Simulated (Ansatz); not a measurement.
**CH₄O (triplet): from Hartree-Fock to the top rungs at distance O1–H3 along a hydrogen transfer = 1.205 Å, cc-pVDZ**

One table from this session's results is given with a row withheld; the runs are named, their logs left out.

The runs use Ansatz 0.2.0, Gaussian basis; cc-pVDZ, core rule «outside noble gas», up to 2 orbitals frozen.

The runs, in order: UHF; CCSD(T) on ROHF; CCSD(T) on UHF; BCCD(T) on ROHF; CISD; CCSDT(Q) on ROHF; CCSDT(Q) on UHF; CASSCF and MRCISD+Q, 4 electrons in 4 orbitals; CASSCF and NEVPT2, 4 electrons in 4 orbitals.

5 further runs of the same task are left out: 5 that didn't finish.

### The system

The geometry derives from fragments relaxed apart (PBE0/def2-TZVP) and kept rigid, so it is no stationary point. A hydrogen atom is moved between rigid fragments.

6 atoms, charge 0, spin multiplicity 3.

Atoms are counted from 1 here; the program's logs count them from 0.

Bond lengths: O1–H2 0.960 Å, O1–H3 1.205 Å, C4–H5 1.079 Å, C4–H6 1.079 Å. Angles: H2–O1–H3 105.1°, H5–C4–H6 134.8°.

The first run:

The input, in.yaml:

```yaml
crystal:
  periodic: [false, false, false]
  atoms:
    - {symbol: O, position_ang: [-1.204378, -0.029147, 0.000000]}
    - {symbol: H, position_ang: [-1.453688, 0.897428, 0.000000]}
    - {symbol: H, position_ang: [0.000622, -0.029147, 0.000000]}
    - {symbol: C, position_ang: [1.418622, -0.029147, 0.000000]}
    - {symbol: H, position_ang: [1.833090, -0.029147, 0.996161]}
    - {symbol: H, position_ang: [1.833090, -0.029147, -0.996161]}
basis:
  gaussian: {orbitals: cc-pVDZ}
magnetization: {spin_polarized: true, initial_magnetization: 2}
hamiltonian: {xc: hf}
output: {orbitals: {seedname: orbitals}}
```

The run is started by

```sh
> ansatz run in.yaml --threads 1 --pin off --events-out ev --progress --plain --max-ram 2393MiB
```

Among the steps run: UHF; CCSD(T) on ROHF; CCSD(T) on UHF; BCCD(T) on ROHF; CISD; CCSDT(Q) on ROHF; CCSDT(Q) on UHF; CASSCF and MRCISD+Q, 4 electrons in 4 orbitals; CASSCF and NEVPT2, 4 electrons in 4 orbitals.

One of the session's tables, all rows but one given; the rest of the session is left out.

It belongs to the step «Misses and costs». 

```
       method  from UCCSDT(Q) (meV)
         ROHF               +9930.0
          UHF                     ?
         RMP2               +1029.5
         UMP2               +1145.2
         CISD               +1062.8
        RCCSD                +245.9
        UCCSD                +229.0
     RCCSD(T)                 +43.7
     UCCSD(T)                 +42.6
      BCCD(T)                 +42.8
       RCCSDT                 +22.9
       UCCSDT                 +20.5
    RCCSDT(Q)                  +0.8
    UCCSDT(Q)                     0
  CASSCF pair               +8972.1
  NEVPT2 pair               +1019.3
  MRCISD pair                +874.0
MRCISD+Q pair                +132.0
```

**Question.** Estimate the row for UHF.

As computed: from UCCSDT(Q) (meV): +9452.1. In the column «from UCCSDT(Q) (meV)» it lies between CASSCF pair (+8972.1) and ROHF (+9930.0).

Limits of these values: Restricted and unrestricted rows rest on different reference determinants; where their highest levels disagree by more than a few hundredths of an eV, they describe different states and don't form one ladder.
